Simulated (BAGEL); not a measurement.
**[NO2]+ (SMILES O=[N+]=O): HF/3-21G (density fitting with qzvpp-jkfit)**

What is the energy change on altering one bond length of [NO2]+ at HF/3-21G (density fitting with qzvpp-jkfit)? 

The results are computed with BAGEL 1.2.2.

1 further run of the same task is left out (set aside as unsound or not needed).

## Step 1: Starting point

[NO2]+: 3 atoms, total charge +1, spin state singlet. SMILES: `O=[N+]=O`. The coordinates come from a GFN2-xTB relaxation.

Bond lengths: O1–N2 1.091 Å, N2–O3 1.091 Å. Angles: O1–N2–O3 180.0°.

## Step 2: The energy at HF/3-21G (density fitting with qzvpp-jkfit)

input.json reads:

```json
{ "bagel": [

{
  "title": "molecule",
  "basis": "3-21g",
  "df_basis": "qzvpp-jkfit",
  "angstrom": true,
  "geometry": [
    { "atom": "O", "xyz": [   -0.563200,    0.911190,   -0.206000 ] },
    { "atom": "N", "xyz": [   -0.000010,   -0.000010,    0.000000 ] },
    { "atom": "O", "xyz": [    0.563210,   -0.911180,    0.206000 ] }
  ]
},
{ "title": "hf", "charge": 1 },
{ "title": "print", "file": "orbitals.molden", "orbitals": true }

]}
```

Run with:

```
$ BAGEL_NUM_THREADS=1 BAGEL input.json > input.out
```

Standard output:

```text
* using 1 threads per process

  ===============================================================
  ===============================================================

  *** Geometry ***

  { "atom" : "O", "xyz" : [     -1.064294,      1.721900,     -0.389284 ] },
  { "atom" : "N", "xyz" : [     -0.000019,     -0.000019,      0.000000 ] },
  { "atom" : "O", "xyz" : [      1.064313,     -1.721881,      0.389284 ] },

  Number of auxiliary basis functions:      231

  Since a DF basis is specified, we compute 2- and 3-index integrals:
    o Being stored without compression. Storage requirement is 0.001 GB

  Number of basis functions:       27
  Number of electrons      :       23

    * METHOD: MOLECULE                             0.03

  *** RHF ***

  === Nuclear Repulsion ===
    69.8569293630

      * DIIS with orbital gradients will be used.

  === RHF iteration (3-21g) ===
      0       -202.31065335          0.05469020           0.00
      1       -202.38727930          0.04317565           0.00
      2       -202.45744574          0.00175835           0.00
      3       -202.45766281          0.00044744           0.00
      4       -202.45767548          0.00004078           0.00
      5       -202.45767560          0.00000644           0.00
      6       -202.45767561          0.00000246           0.00
      7       -202.45767561          0.00000166           0.00
      8       -202.45767561          0.00000028           0.00
      9       -202.45767561          0.00000006           0.00
     10       -202.45767561          0.00000002           0.00
     11       -202.45767561          0.00000000           0.00
    * SCF iteration converged.

    * Permanent dipole moment:
           (    0.000002,     0.000028,    -0.000004) a.u.

    * METHOD: HF                                   0.05

    * METHOD: PRINT                                0.00

  ===============================================================
```

Wall time 0.2 s (1 thread of Arm Neoverse V2, shared host).

## Step 3: The distorted shape, same level

input.json reads:

```json
{ "bagel": [

{
  "title": "molecule",
  "basis": "3-21g",
  "df_basis": "qzvpp-jkfit",
  "angstrom": true,
  "geometry": [
    { "atom": "O", "xyz": [      -0.844774,       1.366756,      -0.308992 ] },
    { "atom": "N", "xyz": [      -0.000010,      -0.000010,       0.000000 ] },
    { "atom": "O", "xyz": [       0.563210,      -0.911180,       0.206000 ] }
  ]
},

{ "title": "hf", "charge": 1 },

{ "title": "print", "file": "orbitals.molden", "orbitals": true }

]}
```

Run with:

```
$ BAGEL_NUM_THREADS=1 BAGEL input.json > input.out
```

Standard output:

```text
* using 1 threads per process

  ===============================================================
  ===============================================================

  *** Geometry ***

  { "atom" : "O", "xyz" : [     -1.596391,      2.582795,     -0.583910 ] },
  { "atom" : "N", "xyz" : [     -0.000019,     -0.000019,      0.000000 ] },
  { "atom" : "O", "xyz" : [      1.064313,     -1.721881,      0.389284 ] },

  Number of auxiliary basis functions:      231

  Since a DF basis is specified, we compute 2- and 3-index integrals:
    o Being stored without compression. Storage requirement is 0.001 GB

  Number of basis functions:       27
  Number of electrons      :       23

    * METHOD: MOLECULE                             0.03

  *** RHF ***

  === Nuclear Repulsion ===
    57.6973145965

      * DIIS with orbital gradients will be used.

  === RHF iteration (3-21g) ===
      0       -202.03896427          0.07512895           0.00
      1       -201.22970621          0.14635840           0.00
      2       -202.34120438          0.02829312           0.00
      3       -202.37656456          0.01328531           0.00
      4       -202.39183253          0.00372836           0.00
      5       -202.39423489          0.00103167           0.00
      6       -202.39442787          0.00017716           0.00
      7       -202.39443177          0.00007989           0.00
      8       -202.39443265          0.00001518           0.00
      9       -202.39443267          0.00000644           0.00
     10       -202.39443267          0.00000278           0.00
     11       -202.39443267          0.00000046           0.00
     12       -202.39443267          0.00000009           0.00
     13       -202.39443267          0.00000003           0.00
     14       -202.39443267          0.00000001           0.00
     15       -202.39443267          0.00000001           0.00
    * SCF iteration converged.

    * Permanent dipole moment:
           (   -0.397633,     0.643339,    -0.145443) a.u.

    * METHOD: HF                                   0.06

    * METHOD: PRINT                                0.00

  ===============================================================
```

It took 0.22 s on 1 thread of Arm Neoverse V2, shared host.

## Step 4: Results

At HF/3-21G (density fitting with qzvpp-jkfit):

| quantity | value |
| --- | --- |
| first shape: total energy | -202.45768 Eh |
| first shape: HOMO energy | -25.25 eV |
| first shape: LUMO energy | -6.82 eV |
| first shape: HOMO–LUMO gap | 18.43 eV |
| distorted shape: total energy | -202.39443 Eh |
| distorted shape: HOMO energy | -22.57 eV |
| distorted shape: LUMO energy | -8.90 eV |
| distorted shape: HOMO–LUMO gap | 13.67 eV |
| energy change with the O1–N2 bond stretched from 1.091 to 1.636 Å | 1.721 eV |

In words: With the O1–N2 bond stretched from 1.091 to 1.636 Å the energy rises by 1.72 eV (40 kcal/mol). The first shape isn't relaxed at this level, so the change isn't measured from a minimum.
